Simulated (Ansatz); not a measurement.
Basis-set extrapolation for F$_{3}$N, SMILES `FN(F)F` (PBE0-D4/def2-TZVP geometry, frozen core, Ansatz). Multiplicity 1, RHF reference.

```
                     cc-pV(T+d)Z  cc-pV(Q+d)Z
                 HF  -352.678339  -352.707688
    MP2 correlation    -0.964690    -1.049776
CCSD(T) correlation    -1.001600    -1.085372
```

Energies in hartree. Use E(X) = E(∞) + A·exp(−5.46·√X) for Hartree–Fock and E(X) = E(∞) + B·X^(−3.05) for correlation, with X = 3 and 4.

Task: What is the CCSD(T) energy at the basis-set limit?

Result: HF limit: -352.707688 + (-0.029349) × 0.30130 = -352.71653. Correlation limit: -1.085372 + (-0.083772) × 0.71189 = -1.14501. Total: -353.86154 hartree, 476.8 kJ/mol below CCSD(T)/cc-pV(T+d)Z.
